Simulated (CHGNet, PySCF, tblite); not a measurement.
## Ladder of methods for the cohesive energy of zinc-blende AlP

Reference value: 4.32 eV/atom (measured, static lattice: zero-point vibration energy added, our sources range from 4.20 to 4.32; as tabulated in Mejia-Rodriguez and Trickey (2018), arXiv:1807.09216).

```tsv
level (code)	value (eV/atom)	cell (Å³/atom)
GFN1-xTB (tblite)	6.87	21.56
CHGNet 0.3.0	3.99	20.93
PBE (PySCF)	4.07 ± 0.05	20.98
PBE0 (PySCF)	4.09 ± 0.04	20.53
Hartree–Fock (PySCF)	[?]	21.22
```

Q: Fill in the missing entries.

A: 
- Hartree–Fock (PySCF), value (eV/atom): 2.81 ± 0.08

Errors against the reference: GFN1-xTB +2.55 eV/atom, CHGNet 0.3.0 -0.33 eV/atom, PBE -0.25 eV/atom, PBE0 -0.23 eV/atom, Hartree–Fock -1.51 eV/atom.

Leaving aside GFN1-xTB (doubt noted below), CHGNet 0.3.0 (doubt noted below): Once the reference is moved by up to 0.12 eV/atom (a margin picked here for doubts on the reference and the settings) and values within 0.03 eV/atom count as equal, the nearest can be PBE0 (-0.23 eV/atom) or PBE (-0.25 eV/atom). Among them Hartree–Fock (-1.51 eV/atom) misses by most. Within 0.5 eV/atom: PBE, PBE0.

A ± on a computed value is a rough bar: the spread of its extrapolation, a floor set from checks against published values, or a statistical error. GFN1-xTB: the free atoms are run in the same model without spin. GFN1-xTB: the method was fitted mainly to molecules. GFN1-xTB: the run uses a supercell at the zone centre in place of a k mesh. CHGNet 0.3.0: free atoms can lie outside what these potentials were trained on. Each level is taken at its own relaxed cell.

Machine-learned potentials (CHGNet 0.3.0) are trained on DFT data: a solid inside that data is no test of them.

Differences are worked out from the printed values.
